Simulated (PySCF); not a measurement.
Species: N₂H₄.
SMILES with atom numbers: `[NH2:1][NH2:2]` (hydrogens: H3, H4 on N1; H5, H6 on N2)

The same species was optimised twice, with GFN2-xTB and with PBE0-D3(BJ)/def2-SVP (PySCF), and the same property calculations (PySCF, gas phase) were run on both structures.

```csv
coordinate,GFN2-xTB,PBE0-D3(BJ)/def2-SVP,change
N1–N2 (Å),1.425,1.402,-0.023
N1–H4 (Å),1.022,1.021,-0.001
N1–H3 (Å),1.016,1.017,+0.001
N2–H5 (Å),1.016,1.017,+0.001
N2–H6 (Å),1.022,1.021,-0.001
N2–N1–H3 (°),107.7,109.0,+1.3
N1–N2–H5 (°),107.8,109.0,+1.2
H3–N1–H4 (°),108.3,107.5,-0.8
H5–N2–H6 (°),108.2,107.5,-0.7
N1–N2–H6 (°),113.0,113.5,+0.5
N2–N1–H4 (°),113.1,113.5,+0.4
```

Rotational constants: A = 143977, B = 24641, C = 24241 MHz (GFN2-xTB) against A = 146166, B = 25001, C = 24970 MHz (PBE0-D3(BJ)/def2-SVP). Point groups within 0.08 Å: C2 and C2.

On the GFN2-xTB structure: HOMO (eV) -6.82 [PBE0/pcSseg-1]; LUMO (eV) 1.44 [PBE0/pcSseg-1]; dipole (D) 2.26 [PBE0/pcSseg-1]; GIAO shielding of N1/N2 (mean) (ppm) 199.0 [PBE0/pcSseg-1].

**Question.** What do these properties become on the PBE0-D3(BJ)/def2-SVP structure?

**Answer.** 
```csv
property,level,on GFN2-xTB,on PBE0-D3(BJ)/def2-SVP,change
HOMO (eV),PBE0/pcSseg-1,-6.82,-6.95,-0.13
LUMO (eV),PBE0/pcSseg-1,1.44,1.48,+0.04
dipole (D),PBE0/pcSseg-1,2.26,2.08,-0.18
"energy, GFN2-xTB geometry as zero (kcal/mol)",PBE0/pcSseg-1,0.0,-0.2,-0.2
GIAO shielding of N1/N2 (mean) (ppm),PBE0/pcSseg-1,199.0,203.4,+4.4
```

The heavy atoms differ by 0.012 Å rms after alignment. Among all bonds N1–N2 changes most (-0.023 Å). Changes are differences of the printed values. Neither structure is proved a minimum here.

Shape of the structure used: `[NH2:1][NH2:2]`: H–N1–N2–H 150°, H–N1–N2–H -90°.
